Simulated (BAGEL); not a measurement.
**Si2H5Cl (SMILES [SiH3][SiH2]Cl): HF/cc-pVDZ (density fitting with qzvpp-jkfit)**

Aim: the energy change on altering one bond length of Si2H5Cl at HF/cc-pVDZ (density fitting with qzvpp-jkfit), from 2 runs. 

The results are computed with BAGEL 1.2.2.

### 1 Starting point

The species is Si2H5Cl (8 atoms), meant as a singlet with charge 0. SMILES: `[SiH3][SiH2]Cl`. Geometry: relaxed at PBE0-D4/def2-TZVP.

Bond lengths: Si1–Si2 2.338 Å, Si2–Cl3 2.065 Å, Si1–H4 1.488 Å, Si1–H5 1.486 Å, Si1–H6 1.486 Å, Si2–H7 1.485 Å, Si2–H8 1.485 Å. Some angles: Si1–Si2–Cl3 108.7°, Si1–Si2–H7 111.9°, Si1–Si2–H8 111.8°, Cl3–Si2–H7 107.7°, Cl3–Si2–H8 107.7°, Si2–Si1–H4 109.6°, Si2–Si1–H5 109.6°, Si2–Si1–H6 109.6°, H7–Si2–H8 108.8°, H4–Si1–H5 109.3°.

### 2 The energy at HF/cc-pVDZ (density fitting with qzvpp-jkfit)

Input file input.json:

```json
{ "bagel" : [

{
  "title" : "molecule",
  "basis" : "cc-pvdz.json",
  "df_basis" : "qzvpp-jkfit",
  "angstrom" : "true",
  "geometry" : [
    { "atom" : "Si", "xyz" : [      -0.706500,       0.881800,      -0.390300 ] },
    { "atom" : "Si", "xyz" : [       0.573400,      -0.938800,       0.325900 ] },
    { "atom" : "Cl", "xyz" : [       2.431600,      -0.252900,       0.908000 ] },
    { "atom" : "H", "xyz" : [      -2.053000,       0.410100,      -0.813000 ] },
    { "atom" : "H", "xyz" : [      -0.034300,       1.540700,      -1.540000 ] },
    { "atom" : "H", "xyz" : [      -0.854500,       1.855700,       0.722100 ] },
    { "atom" : "H", "xyz" : [      -0.041800,      -1.622800,       1.491400 ] },
    { "atom" : "H", "xyz" : [       0.777200,      -1.930900,      -0.759900 ] }
  ]
},

{
  "title" : "hf"
},

{
  "title" : "print",
  "file" : "orbitals.molden",
  "orbitals" : "true"
}

]}
```

The basis set cc-pVDZ is read from a file made from the Basis Set Exchange's data (not shown).

Launch:

```
BAGEL_NUM_THREADS=1 BAGEL input.json > input.out
```

What it wrote:

```text
* using 1 threads per process

  ===============================================================
  ===============================================================

  *** Geometry ***

  { "atom" : "Si", "xyz" : [     -1.335092,      1.666360,     -0.737560 ] },
  { "atom" : "Si", "xyz" : [      1.083569,     -1.774075,      0.615862 ] },
  { "atom" : "Cl", "xyz" : [      4.595058,     -0.477912,      1.715871 ] },
  { "atom" : "H", "xyz" : [     -3.879608,      0.774977,     -1.536347 ] },
  { "atom" : "H", "xyz" : [     -0.064818,      2.911501,     -2.910178 ] },
  { "atom" : "H", "xyz" : [     -1.614771,      3.506765,      1.364571 ] },
  { "atom" : "H", "xyz" : [     -0.078991,     -3.066648,      2.818338 ] },
  { "atom" : "H", "xyz" : [      1.468695,     -3.648872,     -1.436003 ] },

  Number of auxiliary basis functions:      474

  Since a DF basis is specified, we compute 2- and 3-index integrals:
    o Being stored without compression. Storage requirement is 0.024 GB

  Number of basis functions:       79
  Number of electrons      :       50

    * METHOD: MOLECULE                             0.35

  *** RHF ***

  === Nuclear Repulsion ===
   191.5082617889

      * DIIS with orbital gradients will be used.

  === RHF iteration (cc-pvdz.json) ===
      0      -1040.25259205          0.00739414           0.10
      1      -1040.31098875          0.00251559           0.09
      2      -1040.31616992          0.00067741           0.09
      3      -1040.31670515          0.00010740           0.09
      4      -1040.31671763          0.00003183           0.09
      5      -1040.31671878          0.00000722           0.09
      6      -1040.31671883          0.00000139           0.09
      7      -1040.31671883          0.00000040           0.09
      8      -1040.31671883          0.00000008           0.09
      9      -1040.31671883          0.00000002           0.09
     10      -1040.31671883          0.00000001           0.09
    * SCF iteration converged.

    * Permanent dipole moment:
           (    0.632070,     0.123778,     0.212512) a.u.

    * METHOD: HF                                   1.22

    * METHOD: PRINT                                0.03

  ===============================================================
```

It took 1.8 s on 1 thread of Arm Neoverse N1, shared host; peak memory 0.11 GiB.

### 3 The distorted shape

Input file job.json:

```json
{ "bagel": [

{
  "title": "molecule",
  "basis": "cc-pvdz.json",
  "df_basis": "qzvpp-jkfit",
  "angstrom": true,
  "geometry": [
    { "atom": "Si", "xyz": [   -0.614201,    0.984421,   -0.565162 ] },
    { "atom": "Si", "xyz": [    0.665699,   -0.836179,    0.151038 ] },
    { "atom": "Cl", "xyz": [    2.523899,   -0.150279,    0.733138 ] },
    { "atom": "H", "xyz": [   -1.960701,    0.512721,   -0.987862 ] },
    { "atom": "H", "xyz": [    0.057999,    1.643321,   -1.714862 ] },
    { "atom": "H", "xyz": [   -0.762201,    1.958321,    0.547238 ] },
    { "atom": "H", "xyz": [   -0.041800,   -1.622800,    1.491400 ] },
    { "atom": "H", "xyz": [    0.869499,   -1.828279,   -0.934762 ] }
  ]
},
{ "title": "hf" },
{ "title": "print", "file": "orbitals.molden", "orbitals": true }

]}
```

The basis set cc-pVDZ is read from a file made from the Basis Set Exchange's data (not shown).

Launch:

```
BAGEL_NUM_THREADS=1 BAGEL job.json > job.out
```

What it wrote:

```text
* using 1 threads per process

  ===============================================================
  ===============================================================

  *** Geometry ***

  { "atom" : "Si", "xyz" : [     -1.160672,      1.860286,     -1.068001 ] },
  { "atom" : "Si", "xyz" : [      1.257989,     -1.580149,      0.285420 ] },
  { "atom" : "Cl", "xyz" : [      4.769478,     -0.283986,      1.385430 ] },
  { "atom" : "H", "xyz" : [     -3.705188,      0.968902,     -1.866789 ] },
  { "atom" : "H", "xyz" : [      0.109602,      3.105427,     -3.240620 ] },
  { "atom" : "H", "xyz" : [     -1.440351,      3.700690,      1.034130 ] },
  { "atom" : "H", "xyz" : [     -0.078991,     -3.066648,      2.818338 ] },
  { "atom" : "H", "xyz" : [      1.643115,     -3.454947,     -1.766444 ] },

  Number of auxiliary basis functions:      474

  Since a DF basis is specified, we compute 2- and 3-index integrals:
    o Being stored without compression. Storage requirement is 0.024 GB

  Number of basis functions:       79
  Number of electrons      :       50

    * METHOD: MOLECULE                             0.35

  *** RHF ***

  === Nuclear Repulsion ===
   190.5423871114

      * DIIS with orbital gradients will be used.

  === RHF iteration (cc-pvdz.json) ===
      0      -1040.23877287          0.00733657           0.10
      1      -1040.29749229          0.00250679           0.09
      2      -1040.30283260          0.00070304           0.09
      3      -1040.30341346          0.00011003           0.09
      4      -1040.30342655          0.00003334           0.09
      5      -1040.30342782          0.00000788           0.09
      6      -1040.30342788          0.00000158           0.09
      7      -1040.30342788          0.00000048           0.09
      8      -1040.30342788          0.00000010           0.09
      9      -1040.30342788          0.00000003           0.09
     10      -1040.30342788          0.00000001           0.09
    * SCF iteration converged.

    * Permanent dipole moment:
           (    0.574885,     0.030847,     0.328737) a.u.

    * METHOD: HF                                   1.23

    * METHOD: PRINT                                0.03

  ===============================================================
```

Run time: 1.8 s. Hardware: 1 thread of Arm Neoverse N1, shared host; peak memory 0.11 GiB.

### 4 Summary of results

Level: HF/cc-pVDZ (density fitting with qzvpp-jkfit).

| quantity | value |
| --- | --- |
| first shape: total energy | -1040.31672 Eh |
| first shape: dipole moment | 1.72 D |
| first shape: HOMO energy | -10.96 eV |
| first shape: LUMO energy | 3.03 eV |
| first shape: HOMO–LUMO gap | 13.98 eV |
| distorted shape: total energy | -1040.30343 Eh |
| distorted shape: dipole moment | 1.69 D |
| distorted shape: HOMO energy | -10.94 eV |
| distorted shape: LUMO energy | 2.97 eV |
| distorted shape: HOMO–LUMO gap | 13.92 eV |
| energy change with the Si2–H7 bond stretched from 1.485 to 1.708 Å | 0.362 eV |

In words: With the Si2–H7 bond stretched from 1.485 to 1.708 Å the energy rises by 0.36 eV (34.9 kJ/mol). The first shape isn't relaxed at this level, so the change isn't measured from a minimum.
